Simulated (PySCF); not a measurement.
Species: C₅H₇P.
InChI=1S/C5H7P/c1-5-2-3-6-4-5/h2-4,6H,1H3

Computed with CAM-B3LYP/def2-SV(P) geometry optimisation, gas phase in PySCF.

Masses are those of the commonest isotopes; rigid-rotor values at the optimised geometry. 

What are A, B and C (MHz)?

Ia = 78.15, Ib = 214.68, Ic = 285.85 u·Å²; 505379 MHz·u·Å²/I gives A = 6467, B = 2354, C = 1768 MHz.

What kind of rotor is it?

An asymmetric top; Ray's κ = -0.751.

What does the inertial defect say?

Not planar: Δ = Ic − Ia − Ib = -6.98 u·Å². For a rigid frame Δ = −2 Σ m c², so Σ m c² = 3.49 u·Å² lies off the ab plane: 3.16 from hydrogen and 0.33 from heavier atoms. The atom farthest from that plane is 1.24 Å away.

Give the coordinates in the principal-axis frame, origin at the centre of mass.

The sense of each axis is arbitrary; atoms in the order of the calculation.
```
atom  mass (u)   a (Å)   b (Å)   c (Å)
  C1    12.000  -2.562   0.261  -0.029
  C2    12.000  -1.073   0.083   0.018
  C3    12.000  -0.459  -1.249   0.002
  C4    12.000   0.890  -1.253   0.048
  P5    30.974   1.525   0.439  -0.084
  C6    12.000  -0.159   1.080   0.077
  H7     1.008  -2.843   1.324   0.031
  H8     1.008  -2.983  -0.152  -0.964
  H9     1.008  -3.050  -0.272   0.806
 H10     1.008  -1.069  -2.158  -0.042
 H11     1.008   1.510  -2.152   0.037
 H12     1.008   2.016   0.629   1.244
 H13     1.008  -0.413   2.142   0.085
```

Where do the levels up to J = 5 lie, in MHz?

Above 0(0,0):
J = 1: 1(0,1) 4122, 1(1,1) 8235, 1(1,0) 8821
J = 2: 2(0,2) 12308, 2(1,2) 15893, 2(1,1) 17651, 2(2,1) 29989, 2(2,0) 30047
J = 3: 3(0,3) 24445, 3(1,3) 27345, 3(1,2) 30858, 3(2,2) 42355, 3(2,1) 42642, 3(3,1) 64417, 3(3,0) 64421
J = 4: 4(0,4) 40382, 4(1,4) 42555, 4(1,3) 48390, 4(2,3) 58798, 4(2,2) 59636, 4(3,2) 81012, 4(3,1) 81038, 4(4,1) 111755, 4(4,0) 111756
J = 5: 5(0,5) 59968, 5(1,5) 61480, 5(1,4) 70171, 5(2,4) 79279, 5(2,3) 81140, 5(3,3) 101788, 5(3,2) 101888, 5(4,2) 132495, 5(4,1) 132497, 5(5,1) 172025, 5(5,0) 172025
Those of J = 1 are B + C, A + C and A + B.

Which types of transition are allowed, and where do some lines up to J = 3 fall?

The dipole components are |μa| = 0.91 D, |μb| = 0.34 D, |μc| = 0.48 D. The squared components, which scale the intensities, stand as 1.00 : 0.13 : 0.28 (a : b : c). Some lines, for components of 0.1 D or more:

```
type  branch         J(Ka,Kc)    MHz  lower level (cm⁻¹)
   a       Q  2(1,1) ← 2(1,2)   1758               0.530
   c       Q  3(1,3) ← 3(0,3)   2900               0.815
   a       R  1(0,1) ← 0(0,0)   4122               0.000
   a       R  2(1,2) ← 1(1,1)   7658               0.275
   b       R  1(1,1) ← 0(0,0)   8235               0.000
   a       R  2(1,1) ← 1(1,0)   8830               0.294
   a       R  3(1,3) ← 2(1,2)  11452               0.530
   a       R  3(1,2) ← 2(1,1)  13207               0.589
   c       R  2(1,1) ← 1(0,1)  13529               0.137
   b       Q  2(2,1) ← 2(1,2)  14096               0.530
   c       R  2(2,0) ← 1(1,0)  21226               0.294
   b       Q  3(3,0) ← 3(2,1)  21779               1.422
   b       Q  3(3,1) ← 3(2,2)  22063               1.413
   b       R  3(2,1) ← 2(1,2)  26750               0.530
   c       R  3(3,0) ← 2(2,0)  34374               1.002
```

Not checked by CAM-B3LYP/def2-SV(P) frequencies. These are rigid-rotor constants of the computed structure; measured ground-state constants (B0) also hold zero-point vibration. A rigid rotor knows nothing of internal rotation, which can split or shift real lines.

Time: 19 s wall; peak memory 0.53 GiB. Hardware: one thread of an AMD EPYC 9R45, no GPU (shared host). That covers the optimisation of the geometry.
